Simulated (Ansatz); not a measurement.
Density of states of FeGe (P6/mmm, a = 4.899 Å, b = 4.899 Å, c = 3.975 Å, α = 90.00°, β = 90.00°, γ = 120.00°), in states per eV and primitive cell, averaged over bins of 0.3 eV. Theory: DFT PBEsol, scalar-relativistic, plane waves, PAW (Ansatz).

Settings: cutoff 420 eV, Γ-centred mesh 12×12×10 on the computed 6-atom cell, Gaussian smearing of 0.10 eV; collinear spin from starting moments 1.47 1.47 1.47 0 0 0 μB.

The cell is relaxed at this level. The states (both spins) are summed by tetrahedra on a 18×18×15 mesh at the self-consistent density. Energies are bin centres; the table starts no lower than −8 eV and ends at 6 eV, or lower where the solved bands end.

It is a metal at this level.

```csv
E − E_F (eV),total,Fe 3d down,Fe 3d up,Ge 4p up,Ge 4p down,Ge 4s up,Ge 4s down
-7.90,0.56,0.05,0.08,0.02,0.03,0.17,0.18
-7.60,0.40,0.05,0.05,0.01,0.02,0.10,0.15
-7.30,0.20,0.02,0.01,0.00,0.01,0.05,0.09
-7.00,0.11,0.01,0.01,0.02,0.00,0.03,0.04
-6.70,0.42,0.01,0.04,0.15,0.07,0.03,0.01
-6.40,1.14,0.04,0.22,0.33,0.22,0.08,0.03
-6.10,0.99,0.10,0.12,0.22,0.28,0.03,0.06
-5.80,1.37,0.14,0.18,0.44,0.34,0.03,0.05
-5.50,2.47,0.20,0.40,0.81,0.69,0.06,0.05
-5.20,2.94,0.26,0.73,0.82,0.73,0.07,0.06
-4.90,3.56,0.29,1.28,0.92,0.65,0.07,0.07
-4.60,3.32,0.50,1.01,0.65,0.76,0.07,0.09
-4.30,4.71,0.85,1.74,0.78,0.91,0.07,0.11
-4.00,3.76,0.76,1.31,0.69,0.70,0.06,0.05
-3.70,3.67,0.62,1.59,0.62,0.58,0.04,0.05
-3.40,6.88,1.74,2.72,0.90,1.21,0.03,0.07
-3.10,6.66,1.04,3.70,0.76,0.91,0.03,0.04
-2.80,7.27,1.79,3.37,0.78,1.01,0.05,0.03
-2.50,7.41,2.27,3.31,0.76,0.78,0.02,0.03
-2.20,7.63,3.79,2.39,0.26,0.93,0.01,0.03
-1.90,5.06,2.31,1.79,0.06,0.70,0.01,0.02
-1.60,6.06,2.22,3.11,0.14,0.32,0.08,0.01
-1.30,8.75,1.74,6.34,0.22,0.14,0.13,0.01
-1.00,6.26,1.35,4.18,0.38,0.06,0.12,0.00
-0.70,3.21,1.77,0.90,0.27,0.09,0.03,0.01
-0.40,3.35,2.16,0.55,0.29,0.16,0.03,0.04
-0.10,4.01,2.66,0.49,0.37,0.25,0.05,0.08
0.20,7.41,5.66,0.63,0.51,0.30,0.09,0.06
0.50,7.09,4.00,1.68,0.69,0.36,0.13,0.09
0.80,3.65,1.22,0.96,0.71,0.39,0.21,0.05
1.10,2.62,0.85,0.48,0.50,0.50,0.13,0.07
1.40,3.79,1.79,0.46,0.52,0.64,0.12,0.13
1.70,3.47,1.30,0.43,0.67,0.57,0.18,0.17
2.00,2.31,0.59,0.30,0.60,0.41,0.16,0.11
2.30,2.79,0.79,0.24,0.57,0.68,0.16,0.19
2.60,2.50,0.51,0.21,0.64,0.61,0.15,0.19
2.90,2.46,0.40,0.20,0.67,0.66,0.15,0.18
3.20,2.10,0.33,0.15,0.52,0.58,0.11,0.18
3.50,2.14,0.25,0.17,0.70,0.48,0.11,0.15
3.80,2.39,0.24,0.18,0.80,0.59,0.11,0.11
4.10,2.79,0.28,0.16,0.95,0.78,0.08,0.11
4.40,3.38,0.29,0.15,1.07,1.09,0.09,0.11
4.70,2.95,0.24,0.13,0.91,0.96,0.08,0.08
5.00,2.45,0.21,0.09,0.62,0.83,0.05,0.08
5.30,1.90,0.14,0.07,0.47,0.57,0.04,0.05
5.60,1.70,0.10,0.06,0.35,0.45,0.04,0.04
```

The columns after the total are the main Löwdin projections on the occupied valence shells of the potentials; 2 others are left out. The rest of the total lies in those, in shells that are empty in the free atom, which aren't projected, and between the atoms.

Only parallel moments were tried here.

Only this magnetic start was tried.

Whether FeGe exists in this form wasn't checked.

Cost: 1 run of about 2.3 core-minutes, on Intel Xeon 6975P-C (Granite Rapids) (shared hosts).